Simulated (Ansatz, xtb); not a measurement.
**Ranking isomers of C3H6O2**

3 gas-phase structures of C3H6O2, from a drawn sample of its isomers (lower ones may exist). Each was relaxed with GFN2-xTB; where two conformers were screened, the lower at r2SCAN-D4/def2-SVP is listed:

A. `CO/C=C\O`, a singlet
B. `CO/C=C/O`, a singlet
C. `C=C(O)OC`, a singlet

**Question.** Which do you expect lowest at r2SCAN-D4/def2-SVP, and how would the others follow?

**Answer.** Calculated order at r2SCAN-D4/def2-SVP: C (0.000), A (0.444), B (0.558) eV.

Energies above the lowest of each column, in eV; the last columns are at B3LYP/def2-SVP geometries:

| structure | GFN2-xTB | HF/STO-3G | r2SCAN-D4/def2-SVP | B3LYP/def2-SVP | CCSD(T)/def2-SVP + ΔMP2/def2-TZVPP |
| --- | --- | --- | --- | --- | --- |
| C | 0.000 | 0.000 | 0.000 | 0.000 | 0.000 |
| A | 0.329 | 0.289 | 0.444 | 0.364 | 0.360 |
| B | 0.291 | 0.396 | 0.558 | 0.507 | 0.524 |

Every level run on C puts it lowest or level with the lowest. Flexible structures stand in one conformer each, not always the lowest. ΔMP2 is the change of the MP2 energy from the smaller to the larger basis.

Programs: Ansatz 0.2.0, xtb 6.7.1.
